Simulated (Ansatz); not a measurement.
# FH4NSi: the cost of one run

Computed with Ansatz 0.2.0, driven from Python. Level of theory: r2SCAN0/6-31G*.

## Step 1: Starting point

Bond lengths: N1–Si2 1.636 Å, Si2–F3 1.599 Å, N1–H4 0.998 Å, N1–H5 1.036 Å, Si2–H6 1.486 Å, Si2–H7 1.501 Å. Angles: N1–Si2–F3 103.0°, N1–Si2–H6 109.2°, N1–Si2–H7 108.4°, F3–Si2–H6 111.4°, F3–Si2–H7 111.2°, H6–Si2–H7 113.1°, Si2–N1–H4 109.1°, Si2–N1–H5 110.1°, H4–N1–H5 107.4°.

The script holds or builds the structure itself.

## Step 2: Script

Contents of scan_fh4nsi.py:

```python
'''Stretching a bond of FH4NSi, the rest held rigid.'''

import warnings

import ansatz as az
import matplotlib.pyplot as plt
import numpy as np

warnings.simplefilter('ignore', az.DeckWarning)

mol = (
    az.Crystal.molecule()
    .atom('N', (-0.6917, 0.4615, -0.6162))
    .atom('Si', (0.5305, -0.0339, 0.3525))
    .atom('F', (0.1918, -1.5766, 0.5992))
    .atom('H', (-0.6813, -0.0776, -1.4555))
    .atom('H', (-1.6029, 0.2956, -0.1524))
    .atom('H', (0.492, 0.7385, 1.6215))
    .atom('H', (1.8228, 0.1246, -0.3948))
)

symbols = [site.symbol for site in mol.cartesian_sites]
start = np.array([site.position_ang for site in mol.cartesian_sites])
axis = (start[0] - start[1]) / np.linalg.norm(start[0] - start[1])
moving = [0, 3, 4]
lengths, energies = [1.44, 1.505, 1.571, 1.636, 1.702, 1.767, 1.833, 1.931], []
for length in lengths:
    xyz = start.copy()
    xyz[moving] += (length - np.linalg.norm(start[0] - start[1])) * axis
    point = az.Crystal.molecule()
    for symbol, place in zip(symbols, xyz):
        point = point.atom(symbol, place.tolist())
    calc = (
        point.calculation()
        .basis(gaussian='6-31G*')
        .functional('r2scan0')
    )
    report = calc.run(threads=1).report
    energies.append(report['free_energy_ev'])
    print(f'r = {length:6.3f} A  E = {energies[-1]:.5f} eV  <S^2> = {abs(report["mean_field"]["state"]["spin_squared"]):.3f}')

# quartic fit about the minimum
fit = np.polynomial.Polynomial.fit(lengths, np.array(energies) - min(energies), 4).convert()
roots = [r.real for r in fit.deriv().roots() if abs(r.imag) < 1e-9 and fit.deriv(2)(r.real) > 0]
r_e = min(roots, key=lambda r: abs(r - lengths[int(np.argmin(energies))]))
print(f'minimum of the fit at {r_e:.4f} A, force constant {fit.deriv(2)(r_e):.2f} eV/A^2')
plt.figure(figsize=(4.5, 3))
plt.plot(lengths, np.array(energies) - min(energies), 'o-')
plt.xlabel('bond length (A)')
plt.ylabel('E - E(min) (eV)')
plt.tight_layout()
plt.savefig('scan.png', dpi=100)
```

## Step 3: What the engine is handed

The package turns the script's settings into the engine's input (first run):

```yaml
crystal:
  periodic: [false, false, false]
  atoms:
    - { symbol: "N", position_ang: [-0.5450585463169757, 0.4020611388033299, -0.49997386992084303] }
    - { symbol: Si, position_ang: [0.5305, -0.0339, 0.3525] }
    - { symbol: F, position_ang: [0.1918, -1.5766, 0.5992] }
    - { symbol: H, position_ang: [-0.5346585463169757, -0.13703886119667016, -1.339273869920843] }
    - { symbol: H, position_ang: [-1.4562585463169757, 0.2361611388033298, -0.03617386992084304] }
    - { symbol: H, position_ang: [0.492, 0.7385, 1.6215] }
    - { symbol: H, position_ang: [1.8228, 0.1246, -0.3948] }
basis:
  gaussian:
    orbitals: "6-31G*"
hamiltonian:
  xc: r2scan0
```

## Step 4: Launch

The run is started by

```console
> python scan_fh4nsi.py
```

**Question.** How long does this script take on 1 thread of Arm Neoverse V1, shared host, and how much memory does it need?

About 22 s, with a peak of 0.22 GiB.
